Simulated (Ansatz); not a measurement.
System: CH3O, net charge 0, doublet state. It need not be the lowest isomer of its formula. SMILES: [O]C
Geometry: optimised at B3LYP-D3(BJ)/def2-TZVP (Ansatz, a first-principles code).

Computed values are from Ansatz. Correlated levels leave the core frozen unless marked. Open shells are spin-unrestricted. Spin-orbit coupling is left out. No relativistic terms. CBS(X,Y): correlation extrapolated as X^-3; Hartree-Fock from the larger set. The bracket is a focal-point correction in the basis named.

What is the vertical ionisation energy (to the triplet) at RI-MP2/CBS(aug-cc-pVTZ,aug-cc-pVQZ)+[CCSD(T)-MP2]/aug-cc-pVTZ?

10.96 eV.

What is the vertical electron affinity (to the singlet; negative means unbound) at RI-MP2/CBS(aug-cc-pVTZ,aug-cc-pVQZ)+[CCSD(T)-MP2]/aug-cc-pVTZ?

1.44 eV.

What is the total energy at RI-MP2/CBS(aug-cc-pVTZ,aug-cc-pVQZ)+[CCSD(T)-MP2]/aug-cc-pVTZ?

-114.9345 Eh.

What is the T1 diagnostic at CCSD/aug-cc-pVTZ?

0.020.

What is the atomisation energy De at RI-MP2/CBS(aug-cc-pVTZ,aug-cc-pVQZ)+[CCSD(T)-MP2]/aug-cc-pVTZ?

1673.7 kJ/mol.
